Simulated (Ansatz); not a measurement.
# OF (Oxygen monofluoride): UBCCD(T)/STO-3G

Aim: the vertical electron affinity of OF (Oxygen monofluoride) at UBCCD(T)/STO-3G, from 2 runs. 

Program for the calculation: Ansatz 0.2.0.

48 further runs of the same task are left out: 7 that didn't finish, 41 set aside as unsound or not needed.

## 1. Starting point

The species is OF (2 atoms), meant as a doublet with charge 0. SMILES: `[O]F`. The shape is that of a PBE0-D4/def2-TZVP optimisation.

Bond lengths: O1–F2 1.330 Å.

## 2. A single-point energy at UBCCD(T)/STO-3G

Contents of run.yaml:

```yaml
crystal:
  periodic: [false, false, false]
  atoms:
    - {symbol: O, position_ang: [0.000000, 0.000000, -0.015950]}
    - {symbol: F, position_ang: [-0.000000, -0.000000, 1.314400]}
basis:
  gaussian: {orbitals: STO-3G}
magnetization: {spin_polarized: true, initial_magnetization: 1}
correlation: {method: bccd_t, frozen_orbitals: {F: 1, O: 1}}
accuracy: high
scf: {omitted_lower_state_checks: [cluster_reference, increment]}
```

Launch:

```console
ansatz run run.yaml --threads 1 --pin off --max-ram 3480MiB --events-out events.jsonl --progress --plain --runs-dir runs
```

Output, shortened:

```text
Warning: RAYON_NUM_THREADS=1 ignored (pool sized by the plan → 1); use --threads N
Functional definition: HF
  name "HF"
[...]
149 factors; integrals over basis functions are off by at most 3.2e-8 eV
[...]
mean field -4674.98468725 eV, -171.8025184379 hartree, gradient 3.2e-8 eV, S^2 0.764357; 2 other end points of the search recorded, 0 dependent functions left out
2 core orbitals not correlated: weight in the atoms' cores, before any rotation towards them, 1.000 or more for the frozen orbitals, at most 0.000 for the correlated occupied ones
reference -4674.98468725 eV, -171.8025184379 hartree; 7, 6 occupied and 1, 2 virtual orbitals, 149 factors
second order -1.10879528 eV of doubles, -0.00000000 eV of singles
cycle   1  -1.42872421 eV  change   -3.2e-1 eV  update   5.9e-2
[...]
cycle  21  -1.64965925 eV  change  -9.7e-10 eV  update  7.9e-10
perturbative correction -0.05502854 eV, -0.0020222616 hartree
Total energy: -4676.68937504 eV, -171.8651645587 hartree
Checks for a lower state left out: cluster_reference, increment
```

Wall time 0.14 s (1 thread of Intel Xeon 6975P-C (Granite Rapids), shared host).

## 3. The singlet anion at the same level

Contents of in.yaml:

```yaml
crystal:
  periodic: [false, false, false]
  atoms:
    - {symbol: O, position_ang: [0.000000, 0.000000, -0.015950]}
    - {symbol: F, position_ang: [-0.000000, -0.000000, 1.314400]}
basis:
  gaussian: {orbitals: STO-3G}
total_charge: -1
correlation: {method: bccd_t, frozen_orbitals: {F: 1, O: 1}}
accuracy: high
scf: {omitted_lower_state_checks: [cluster_reference, increment]}
```

Launch:

```console
ansatz run in.yaml --threads 1 --pin off --max-ram 3480MiB --events-out events.jsonl --progress --plain --runs-dir runs
```

Output, shortened:

```text
Warning: RAYON_NUM_THREADS=1 ignored (pool sized by the plan → 1); use --threads N
[... 2 set-up lines as earlier in the session ...]
[...]
149 factors; integrals over basis functions are off by at most 3.2e-8 eV
[...]
mean field -4668.02134421 eV, -171.5466203010 hartree, gradient 3.1e-9 eV, S^2 0.000000; 0 other end points of the search recorded, 0 dependent functions left out
2 core orbitals not correlated: weight in the atoms' cores, before any rotation towards them, 1.000 or more for the frozen orbitals, at most 0.000 for the correlated occupied ones
reference -4668.02134421 eV, -171.5466203010 hartree; 7, 7 occupied and 1, 1 virtual orbitals, 149 factors
second order -0.72150668 eV of doubles, -0.00000000 eV of singles
cycle   1  -0.92083381 eV  change   -2.0e-1 eV  update   3.4e-2
[...]
cycle  18  -1.02811419 eV  change   2.7e-10 eV  update  1.4e-10
perturbative correction -0.00000000 eV, -0.0000000000 hartree
Total energy: -4669.04945840 eV, -171.5844028007 hartree
Checks for a lower state left out: cluster_reference, increment
```

Run time: 0.08 s. Hardware: 1 thread of Intel Xeon 6975P-C (Granite Rapids), shared host.

## 4. Outcome

Level: UBCCD(T)/STO-3G, 2 core orbitals frozen.

| quantity | value |
| --- | --- |
| doublet OF: total energy | -171.86516 Eh |
| doublet OF: correlation energy (2 core orbitals frozen) | -62.6 mEh |
| doublet OF: (T) correction | -2.02 mEh |
| doublet OF: ⟨S²⟩ of the reference determinant | 0.764 |
| singlet anion: total energy | -171.58440 Eh |
| singlet anion: correlation energy (2 core orbitals frozen) | -37.8 mEh |
| singlet anion: (T) correction | 0.00 mEh |
| vertical electron affinity (to the singlet anion) | -7.640 eV |

The anion lies 7.64 eV (737 kJ/mol) above the neutral: the electron isn't bound at this level, and such a value depends on the basis. Without diffuse functions anions come out too high. In a minimal basis such a difference can be off by several eV, whatever the method. The triples (doublet OF) make up 3.2 % of the correlation energy. The triples (singlet anion) make up 0.0 % of the correlation energy.
